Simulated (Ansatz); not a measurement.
**How far each method lies from full CI for SiH2⁺, quartet**

Geometry: that of the SiH2, triplet, kept fixed. The doublet lies 4.5 eV lower here.

```xyz
3

Si    0.0000   -0.0507    0.0000
H     0.0000    0.7069   -1.2784
H     0.0000    0.7069    1.2784
```

Basis cc-pVDZ; Ansatz 0.2.0. Correlated methods freeze the noble-gas cores, which leaves 5 electrons in 23 orbitals. R marks a restricted (for open shells ROHF) determinant, U an unrestricted one. Active spaces: valence = (5e, 6o) chosen from the atoms' valence shells.

Full CI is exact within this basis and frozen core; it isn't the basis-set limit. The frozen core follows each run's orbitals, which can shift R against U totals by a few meV.

For open shells CISD is restricted-active-space CI with the open shells as a complete middle space.

- UHF ⟨S²⟩: 3.777
- T1 diagnostic (RCCSD): 0.0221
- largest doubles amplitude (RCCSD): 0.105
- T1 diagnostic (UCCSD): 0.0250

**Question.** From what is known of these methods and the diagnostics, rank them by the size of their error in total energy against full CI in cc-pVDZ, smallest first (an estimate: the text doesn't fix the numbers).
A. MRCISD (valence space)
B. MRCISD+Q(relaxed) (valence space)
C. RHF
D. RCCSDTQ
E. UCCSD

**Answer.** D (0.00 kcal/mol), B (0.45 kcal/mol), A (0.98 kcal/mol), E (1.54 kcal/mol), C (53.51 kcal/mol).

All errors are against full CI in cc-pVDZ. Below it: MRCISD+Q(relaxed) (valence space). Within each family the higher level lies nearer, as is usual though not guaranteed.

The program itself flagged as in doubt: RCCSDTQ.

The full-CI state has the irrep A2 of C2v, in the program's axes.

Natural occupations of full CI about the gap: 1.924 1.013 0.983 0.980 0.030 0.024 0.012 0.008 0.007 0.005; effectively unpaired electrons, Σ n²(2−n)², 3.03.
